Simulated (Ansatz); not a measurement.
Total energies of BH2(vinyl) (C2H5B) from Ansatz at PBE-D4/def2-TZVPD, gas phase (1 Eh = 27.2114 eV = 2625.5 kJ/mol). The reference geometry is relaxed at r2SCAN-D4/def2-TZVP.

```
atom   x (Å)   y (Å)   z (Å)
  B1  -0.014   1.287  -0.068
  H2   0.280   2.195  -0.788
  H3  -0.501   1.517   1.001
  C4   0.218  -0.176  -0.476
  C5  -0.116  -1.181   0.349
  H6   0.657  -0.439  -1.437
  H7  -0.557  -0.974   1.321
  H8   0.033  -2.229   0.098
```

```json
{"state": "charge 0 singlet", "geometry": "reference", "energy (Eh)": "-103.89810"}
{"state": "charge -1 doublet", "geometry": "reference", "energy (Eh)": "-103.91013"}
{"state": "free B atom (doublet)", "geometry": "–", "energy (Eh)": "-24.61015"}
{"state": "free H atom (doublet)", "geometry": "–", "energy (Eh)": "-0.49962"}
{"state": "free C atom (triplet)", "geometry": "–", "energy (Eh)": "-37.79605"}
```

(1) Work out the vertical electron affinity, to the doublet.

(2) What is the binding energy per atom against free atoms?

(1) E(charge 0 singlet) − E(charge -1 doublet) = -103.89810 − (-103.91013) = 0.01203 Eh = 0.33 eV.

(2) Atoms: 1 × (-24.61015) + 5 × (-0.49962) + 2 × (-37.79605) = -102.70035 Eh. Binding: -102.70035 − (-103.89810) = 1.19775 Eh = 32.59 eV, or 4.07 eV for each of 8 atoms (no zero-point energy, no counterpoise term).

At PBE-D4/def2-TZVPD the highest occupied level of the charge -1 doublet lies above zero (up to 2.48 eV). Energy differences disagree on whether the electron is bound (positive means bound): 0.33 eV (vertical, to the charge 0 singlet, at PBE-D4/def2-TZVPD), but -0.07 eV at CCSD/def2-TZVPD.
